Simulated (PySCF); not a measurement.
## [SF3]+, singlet: molecular constants

Method: PBE0/[S def2-TZVP, F def2-TZVP], no relativity, density fitting, PySCF.

The structure is a higher-order saddle point with 3 imaginary modes.

- Point group: D3h
- Bond lengths: S–F 1.583 Å (×3)
- Bond angles: F–S–F 120.0° (×3)
- Highest occupied level: -16.58 eV
- Principal quadrupole moments (Buckingham, traceless) about the centre of mass: -0.03, -0.03, 0.06 D Å
- Rotational constants: 0.236, 0.236, 0.118 cm⁻¹
- Principal polarisabilities: 15.9, 27.2, 27.2 bohr³
- Lowest empty level: -13.73 eV
- Dipole moment about the centre of mass: 0.00 D
- Zero-point energy (real modes): 13.3 kJ/mol

Harmonic modes (masses in u: S 31.972, F 18.998):
| symmetry | ω (cm⁻¹) | IR (km/mol, summed over degenerate members) | μ (u) |
| --- | --- | --- | --- |
| a2'' | 845i | – | 25.67 |
| e' | 254i | – | 19.93 |
| a1' | 699 | 0.0 | 19.00 |
| e' | 759 | 750 | 24.15 |

In D3h the vibrations span a2'' + 2e' + a1'. The a1' mode carries no infrared intensity, as symmetry demands.

Charges (e):
```json
{"atom": "S1", "Mulliken": "1.02", "Löwdin": "0.92", "polar tensor": "1.82", "Mayer order to S1": "–"}
{"atom": "F2,3,4", "Mulliken": "-0.01", "Löwdin": "0.03", "polar tensor": "-0.27", "Mayer order to S1": "1.28"}
```

Mulliken populations on S1: s 6.10, p 8.02, d 0.75, f 0.10.

Other isomers or separated fragments may lie lower. At this level a singlet minimum of C3v symmetry lies 427 kJ/mol below this structure.

The final relaxation and frequency run took about 50 core-seconds on a shared host.
